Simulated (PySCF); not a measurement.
Species: 1,2-dimethyl-1,2-diazetidine, C4H10N2.
SMILES: `CN1N(CC1)C`

The closed-shell ground state was solved at several levels (PySCF, density fitting, gas phase, non-relativistic). Isolated species at its PBE0-D3(BJ)/def2-SVP geometry (one conformer only).

| level | basis functions | total energy (Eh) | HOMO (eV) | LUMO (eV) | gap (eV) | dipole (D) |
| --- | --- | --- | --- | --- | --- | --- |
| B3LYP/6-31G* | 104 | -267.8650 | -5.04 | 2.65 | 7.69 | 0.63 |
| B3LYP/cc-pVTZ | 320 | -267.9677 | -5.37 | 1.11 | 6.48 | 0.60 |
| B3LYP/def2-TZVP | 246 | -267.9727 | -5.41 | 1.13 | 6.54 | 0.62 |
| B3LYP/pcJ-0 | 108 | -267.4136 | -5.04 | 2.88 | 7.92 | 0.71 |

Estimate the row for B3LYP/6-31G-J, a basis of 112 functions; the other rows only guide the guess.

Total energy -267.8271 Eh, HOMO -4.96 eV, LUMO 2.57 eV, gap 7.53 eV, dipole 0.74 D.

Over all these levels, which gives the widest orbital gap and which the narrowest?

B3LYP/pcJ-0 has the widest, 7.92 eV, and B3LYP/cc-pVTZ the narrowest, 6.48 eV. From the narrowest to the widest the HOMO moves by +0.33 eV and the LUMO by +1.77 eV.

How much does the basis alone move the frontier levels among the 5 B3LYP rows (the withheld one included)?

The HOMO by 0.45 eV and the LUMO by 1.77 eV. By rising basis size (HOMO, LUMO in eV): 6-31G* -5.04, 2.65; pcJ-0 -5.04, 2.88; 6-31G-J -4.96, 2.57; def2-TZVP -5.41, 1.13; cc-pVTZ -5.37, 1.11.

How far do the dipole and the HOMO energy spread over the levels?

The dipole runs from 0.60 to 0.74 D (mean 0.66 D) and the HOMO from -5.41 to -4.96 eV.
